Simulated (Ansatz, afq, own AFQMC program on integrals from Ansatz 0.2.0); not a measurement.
Two steps: Ansatz 0.2.0 writes the Fock matrix and Cholesky factors of the valence space, and afq projects on them the lowest state that overlaps trial and start.

```yaml
crystal:
  periodic: [false, false, false]
  atoms:
    - {symbol: P, position_ang: [0.000000, 0.000000, 0.000000]}
basis:
  gaussian: {orbitals: cc-pVTZ}
total_charge: 1
magnetization: {spin_polarized: true, initial_magnetization: 2}
correlation: {method: ccsd_t, electrons: outside_noble_gas, hamiltonian_folder: ham}
```

```sh
$ ansatz run in.yaml --threads 1 --pin off --events-out ev --progress --plain --max-ram 16896MiB --backend cuda --devices 0, --max-vram 18GiB
```

Options of the walk:

```
--method free --trial cisd --walkers 50 --time-step 0.01 --max-blocks 60 --target-error 0.00048 --factor-cut 1e-05 --seed 8690 --times 0.0,0.2,0.4,0.8,1.2 --taylor-order 4
```

Times are imaginary, in 1/Eh. The walk had a cap of 60 s.

Output of the walk:

```
orbitals 29  electrons 3 1  factors 184 of 192
reference energy -340.35192434 Eh
CCSD correlation -0.08246971 Eh in 9 cycles, weight of the determinant in the CISD state 0.9415
repeat  energy at the last time / Eh  error
    10  -340.436948  0.000202
    20  -340.437034  0.000113
    30  -340.437058  0.000117
time / (1/Eh)  energy / Eh  error  mean overlap
  0.00  -340.434391  0.000011  1.0617
  0.20  -340.435598  0.000060  1.0641
  0.40  -340.436265  0.000077  1.0679
  0.80  -340.436821  0.000088  1.0711
  1.20  -340.437051  0.000114  1.0701
energy -340.437051 +/- 0.000114 Eh
```

The run passed its tests (error under three times the target), which doesn't prove that it has relaxed.

Against this walk (error 3.1 meV) on the same determinant: CCSD(T) 10.1 meV higher, CCSDT(Q) 9.6 meV lower, full CI 10.0 meV lower. The error is statistical, and a free projection of finite length keeps a remainder of its start. The projection is still falling at its last time (meV from the last point: 72.4 ± 0.3 at 0.00, 39.5 ± 1.6 at 0.20, 21.4 ± 2.1 at 0.40, 6.3 ± 2.4 at 0.80, 0 ± 3 at 1.20), so its energy is a cut-off value, and the gaps above aren't errors of the other methods. Full CI is exact here, so the walk's 10 meV above it is the walk's own error: what remains of the start.

Cautions: remainder of the start not in the error.

The walk took 4.3 s on 1 × NVIDIA H100 80GB HBM3 with 2 threads of AMD EPYC 7R13 Processor (Zen 3), on a shared host (the card was shared). The log's last line is the free-projection energy.

CCSDT and higher add their correlation energy to the determinant of the CCSD(T) run, since their own runs factorise the integrals more tightly (a shift of under 2 meV). A walk keeps the symmetry of its determinant, which the program's search chose and which needn't be the lowest solution, so a lower state of the same spin and another symmetry isn't excluded.
